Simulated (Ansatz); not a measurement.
One change: `N#CCC1CO1` becomes `ClCC1CO1`.

Ansatz, PBE0-D4/def2-TZVP geometries, multiplicity 1. Each molecule was computed in one conformer, which needn't be the lowest.

```
                                                                                  property  `N#CCC1CO1`
ideal-gas entropy at 298 K and 1 bar (rigid rotor, harmonic PBE0-D4/def2-TZVP) / J/(mol·K)          321
                                                   HOMO–LUMO gap (ωB97M-V/def2-TZVPP) / eV        13.19
                                                     HOMO energy (ωB97M-V/def2-TZVPP) / eV       -10.96
                                                        HOMO energy (PBE0/def2-TZVPP) / eV        -8.54
                                                       HOMO–LUMO gap (PBE/def2-TZVPP) / eV         6.26
                                            zero-point energy (PBE0-D4/def2-TZVP) / kJ/mol        223.9
```

Problem. Give the same properties after the change, and the shifts. (Estimate.)

Solution. Ansatz gave: 
```
                                                                                  property  `ClCC1CO1`  shift
ideal-gas entropy at 298 K and 1 bar (rigid rotor, harmonic PBE0-D4/def2-TZVP) / J/(mol·K)         312     -9
                                                   HOMO–LUMO gap (ωB97M-V/def2-TZVPP) / eV       13.30   0.11
                                                     HOMO energy (ωB97M-V/def2-TZVPP) / eV      -10.58   0.38
                                                        HOMO energy (PBE0/def2-TZVPP) / eV       -8.18   0.36
                                                       HOMO–LUMO gap (PBE/def2-TZVPP) / eV        6.06  -0.20
                                            zero-point energy (PBE0-D4/def2-TZVP) / kJ/mol       203.6  -20.3
```

With PBE0 the HOMO rises by 0.36 eV and the LUMO rises by 0.20 eV, so the gap narrows by about 0.16 eV. PBE moves the HOMO by 0.32 eV and ωB97M-V by 0.38 eV. The zero-point energy changes by -20.3 kJ/mol with -3 modes.
